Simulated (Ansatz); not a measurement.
`C=CC(F)(F)Cl` and `CC(F)(F)Cl` differ in one atom or group.

Ansatz, PBE0-D4/def2-TZVP geometries, multiplicity 1. Each molecule was computed in one conformer, which needn't be the lowest.

```
                                          property  `C=CC(F)(F)Cl`
                 LUMO energy (PBE/def2-TZVPP) / eV           -1.98
                 HOMO energy (PBE/def2-TZVPP) / eV           -7.28
    zero-point energy (PBE0-D4/def2-TZVP) / kJ/mol           146.4
                LUMO energy (PBE0/def2-TZVPP) / eV           -0.96
size of the dipole moment (ωB97M-V/def2-TZVPP) / D            2.22
  size of the dipole moment (B3LYP/def2-TZVPP) / D            2.21
```

Question: Give the same properties after the change, and the shifts. (Estimate.)

Answer: Ansatz gave: 
```tsv
property	`CC(F)(F)Cl`	shift
LUMO energy (PBE/def2-TZVPP) / eV	-0.65	1.33
HOMO energy (PBE/def2-TZVPP) / eV	-7.80	-0.52
zero-point energy (PBE0-D4/def2-TZVP) / kJ/mol	133.3	-13.1
LUMO energy (PBE0/def2-TZVPP) / eV	0.50	1.46
size of the dipole moment (ωB97M-V/def2-TZVPP) / D	2.15	-0.07
size of the dipole moment (B3LYP/def2-TZVPP) / D	2.15	-0.06
```

With PBE0 the HOMO falls by 0.78 eV and the LUMO rises by 1.46 eV, so the gap widens by about 2.24 eV. PBE moves the HOMO by -0.52 eV and ωB97M-V by -0.86 eV. The zero-point energy changes by -13.1 kJ/mol with -3 modes. Dipoles are sizes alone; their direction can turn.

B3LYP here is the variant with VWN-RPA as its local correlation; programs differ in this.
